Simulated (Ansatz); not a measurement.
The same path of BH2O (4 atoms, charge 0, multiplicity 2) was run twice with different band settings. Lost on the way: O2–H4. Made: B1–H4.

Level of theory: UKS BHLYP-D4/def2-SVPD (Ansatz).

Relaxed end points:

```xyz
4
Properties=species:S:1:pos:R:3
B -0.013 -0.477 0.397
O 0.132 0.532 -0.452
H -1.064 -1.034 0.540
H 1.001 0.920 -0.505
```

```xyz
4
Properties=species:S:1:pos:R:3
B 0.032 -0.034 0.018
O -0.645 0.664 -0.831
H -0.529 -0.916 0.615
H 1.197 0.226 0.178
```

Common settings: climbing image yes; spring 5.0 eV/Å²; optimiser quadratic models (default); start path through a guess of the saddle point; force threshold 0.05 eV/Å; iteration limit 60; end points relaxed.

| run | movable images |
| --- | --- |
| 1 | 9 |
| 2 | 2 |

Question: What does each run give, and how far can it be trusted?

Answer: Run 1: converged after 8 iterations, highest image 1.436 eV above the first end. A vibrational analysis at the climbing image gives one clearly imaginary mode, 1997i cm⁻¹: a first-order saddle point.
Run 2: converged after 12 iterations, highest image 1.436 eV above the first end. Neighbouring images differ by up to 1.4 eV, so the band resolves the path poorly. Another band between the same ends (9 images) ends at a top of the same energy, where a vibrational analysis finds 1 clearly imaginary mode. So few images can step over the top or miss a turn of the path.
